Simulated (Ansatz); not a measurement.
The first iterations of a band of CH6BN (9 atoms, charge 0, multiplicity 1).

All numbers below come from RKS PBE-D4/def2-SVP in Ansatz 0.2.0.

```json
{"movable images": "5", "climbing image": "yes", "spring": "5.0 eV/Å²", "optimiser": "quadratic models (default)", "start path": "through a guess of the saddle point", "force threshold": "0.05 eV/Å", "iteration limit": "60", "end points": "relaxed"}
```

Image 0:

```xyz
9
Properties=species:S:1:pos:R:3
B 0.327 0.170 -0.052
C 0.679 -0.077 1.467
H -0.177 -0.397 2.098
H 1.475 -0.849 1.554
H 1.113 0.842 1.917
H 1.185 0.542 -0.842
N -0.962 -0.024 -0.566
H -1.752 -0.333 0.004
H -1.203 0.128 -1.545
```

Image 6:

```xyz
9
Properties=species:S:1:pos:R:3
B -0.951 1.697 -0.609
C 1.147 -0.360 1.513
H 0.203 -0.828 1.853
H 1.923 -0.514 2.285
H 0.986 0.724 1.356
H 1.484 -0.823 0.566
N -1.282 0.385 -0.902
H -0.831 -0.409 -0.433
H -1.995 0.128 -1.594
```

| iteration | highest image above the first end (eV) | largest band force component (eV/Å) |
| --- | --- | --- |
| 1 | 6.908 | 10.258 |
| 2 | 5.310 | 3.049 |
| 3 | 5.075 | 2.881 |
| 4 | 5.158 | 2.895 |
| 5 | 4.877 | 1.980 |
| 6 | 4.328 | 1.656 |
| 7 | 5.689 | 14.345 |
| 8 | 4.289 | 4.875 |
| 9 | 4.205 | 1.992 |
| 10 | 4.075 | 1.950 |
| 11 | 4.479 | 5.930 |

**Question.** Does the band converge within its limit, and where does its top end?

**Answer.** It converged. It ended after 35 iterations with the highest image 4.036 eV above the first end. Beside the main top the profile has a ripple of under 15 meV (maxima at images 2, 5), which may be a very shallow well or noise. Neighbouring images differ by up to 4.0 eV, so the band resolves the path poorly. A vibrational analysis at the climbing image gives one clearly imaginary mode, 1067i cm⁻¹: a first-order saddle point. The orbitals stay closed-shell, which can raise the energy where a bond breaks towards radicals; this wasn't checked here.

Run time: 96 s on 1 thread of AMD EPYC 9R45 96-Core Processor (Zen 5) (shared host), peak memory 0.14 GiB.
